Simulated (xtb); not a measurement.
xtb input:

```bash
xtb mol.xyz --gfn 2 --ohess tight --chrg -1 --uhf 0
```
mol.xyz:
```
11

C      0.00739357     0.16582131     1.55164753
C     -0.02723449     0.18981784     0.20281374
H     -0.01494452     1.15241501     2.10347056
H      0.01318113    -0.70741479     2.13197067
C     -0.01167417     1.49889074    -0.55820683
H      0.86697831     1.55787746    -1.22711354
H     -0.88890736     1.49386185    -1.21690066
C     -0.02393701    -1.06648686    -0.55410640
H      0.01789857    -1.99576879     0.07633591
H     -0.89636993    -1.11236095    -1.21434023
H      0.85089567    -1.11279071    -1.23404809
```

Task: What final total energy does it print?

Result: -12.21900 Eh (GFN2-xTB).

It need not be the lowest isomer of its formula. Whether it binds its extra electron was not tested at this geometry.
